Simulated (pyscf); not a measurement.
H₃Si–GeH₃ + hydrogen fluoride (HF) → silane (SiH₄) + F–GeH₃ (four-centre exchange; singlet surface; Ge–Si, F–H broken, H–Si, F–Ge formed). Structures and frequencies: ωB97X-D3(BJ)/def2-SVP in PySCF. Correlated levels are frozen-core, on RHF or UHF. ΔMP2 is the change of the MP2 total energy from the triple- to the quadruple-zeta basis. Energies in kcal/mol from the separated reactants.

```
level                                barrier  reaction energy
--------------------------------  ----------  ---------------
ωB97X-D3(BJ)/def2-TZVP                  44.9             -7.7
B3LYP-D3(BJ)/def2-TZVP            (withheld)            -10.9
PBE0-D3(BJ)/def2-TZVP                   41.7             -7.1
HF/def2-TZVP                            63.2            -17.5
CCSD/def2-TZVPP                         51.1             -9.3
CCSD(T)/def2-TZVPP                      47.7             -8.7
CCSD(T)/def2-TZVPP + ΔMP2(QZVPP)  (withheld)       (withheld)
```

Some entries are withheld; supply them.


- B3LYP-D3(BJ)/def2-TZVP, barrier: 42.5
- CCSD(T)/def2-TZVPP + ΔMP2(QZVPP), barrier: 48.1
- CCSD(T)/def2-TZVPP + ΔMP2(QZVPP), reaction energy: -8.0

The same reactants have a lower exit, to F–SiH₃ + GeH₄ (barrier +35.2 kcal/mol at ωB97M-D3(BJ)/def2-TZVP, against +43.9 kcal/mol here). One saddle was located; it need not be the lowest between these sides. The CCSD(T) − MP2 part came from Ansatz, without density fitting, on the same reference. The frozen core leaves the outer d or s,p core shells of the metals and heavy elements correlated in the MP2 and CC values, and def2-TZVPP describes them poorly, which can shift differences by a few kcal/mol. Elements up to Kr have no core potential and no relativistic terms here.
